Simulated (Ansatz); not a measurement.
`CC1=CC=C1`, relaxed with RKS PBE-D4/def2-SVP in Ansatz from a rough embedded geometry. The force threshold is 0.03 eV/Å; the program also tests the step.

Total charge 0; spin multiplicity 1.

Start:

```xyz
11

C    -1.485    0.489   -0.537
C    -0.146    0.031   -0.075
C     0.715   -0.880   -0.474
C     1.699   -0.524    0.597
C     0.760    0.452    0.972
H    -2.271    0.362    0.317
H    -1.875   -0.102   -1.363
H    -1.499    1.532   -0.769
H     0.774   -1.697   -1.265
H     2.624   -0.835    0.868
H     0.704    1.174    1.730
```

Problem. By how much does the energy fall, and how many steps does the optimiser take? (Estimate.)

Solution. The calculation gave: 82.56 kJ/mol, in 7 steps.

Problem. Which bonds change most? (An estimate is asked.)

Solution. Computed: C2–C5 from 1.447 to 1.591 Å; C4–H10 from 1.013 to 1.099 Å; C3–C4 from 1.497 to 1.570 Å; C4–C5 from 1.405 to 1.347 Å.

Problem. Give the relaxed structure. (An estimate is asked.)

Solution. Computed: 
```xyz
11

C    -1.530    0.465   -0.533
C    -0.187   -0.001   -0.128
C     0.704   -0.937   -0.523
C     1.687   -0.488    0.615
C     0.812    0.452    1.024
H    -2.260    0.361    0.301
H    -1.911   -0.103   -1.405
H    -1.520    1.547   -0.795
H     0.726   -1.699   -1.315
H     2.686   -0.812    0.943
H     0.793    1.212    1.817
```
